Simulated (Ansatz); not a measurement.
Ideal-gas functions of H$_{3}$O$_{2}$P, SMILES `OPO` at 600 K and 1 bar, from an Ansatz frequency run at PBE0-D4/def2-TZVP.

Molar mass 66.0 g/mol, point group C1 (symmetry number 1), electronic degeneracy 1, moments of inertia 21.41, 61.034, 76.201 u Å². Harmonic wavenumbers (cm⁻¹, unscaled): 314, 383, 461, 821, 848, 897, 971, 1080, 1133, 2330, 3828, 3874.

Use S(trans) = R[1.5 ln M + 2.5 ln T − 1.1517]; rotational temperatures θ = 24.2544 K / I; S(rot) = R[ln(√π/σ · √(T³/θAθBθC)) + 1.5]; for each mode x = 1.438777 ν̃/T, S = R[x/(eˣ − 1) − ln(1 − e⁻ˣ)] and H = RT x/(eˣ − 1); 1 cm⁻¹ = 0.0119627 kJ/mol; R = 8.31446 J/(mol·K).

Question: By hand: the entropy, in J/(mol·K).

Answer: Translation 175.6. Rotation: θ = 1.1329, 0.3974, 0.3183 K, giving 105.1. Vibration, mode by mode: 10.87, 9.31, 7.89, 3.91, 3.71, 3.38, 2.94, 2.40, 2.17, 0.21, 0.01, 0.01, in all 46.8. Electronic 0.0. Sum 327.5 J/(mol·K).

Question: By hand: H − E and G − E in kJ/mol, counted from the electronic energy.

Answer: Zero-point energy ½ × 16940 × 0.0119627 = 101.3; thermal vibration 17.0; translation, rotation and pV give 4 RT = 20.0. H − E = 138.3 kJ/mol, and G − E = 138.3 − 600 × 327.5/1000 = -58.2 kJ/mol.

Vibration gives 14 % of the entropy. The sum counts one conformer and one mirror image; others add a mixing term.
